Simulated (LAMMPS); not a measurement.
**bcc Li**

These are the machine-learned potential SNAP Li_Zuo_JPCA2020.snap (LAMMPS) values and carry that method's errors.

Cell (relaxed at this level):

Space group Im-3m (No. 229); a = b = c = 3.5061 Å, α = β = γ = 90.00°

| atom | site | symmetry | x | y | z |
|---|---|---|---|---|---|
| Li | 2a | m-3m | 0.0000 | 0.0000 | 0.0000 |
(The calculation used a cell of 1 atom; values per cell refer to that cell.)

```yaml
vacancy_formation_energy: 0.61 eV
```

Measured, for comparison: vacancy formation energy 0.4 eV (not corrected to a static lattice, monovacancy; as tabulated in Riffe and Christensen (2024), arXiv:2406.09527). Computed (rounded) less measured: vacancy formation energy +0.21 eV.

A machine-learned potential is trained on density-functional data: it inherits that level's misses and adds fitting errors of its own.
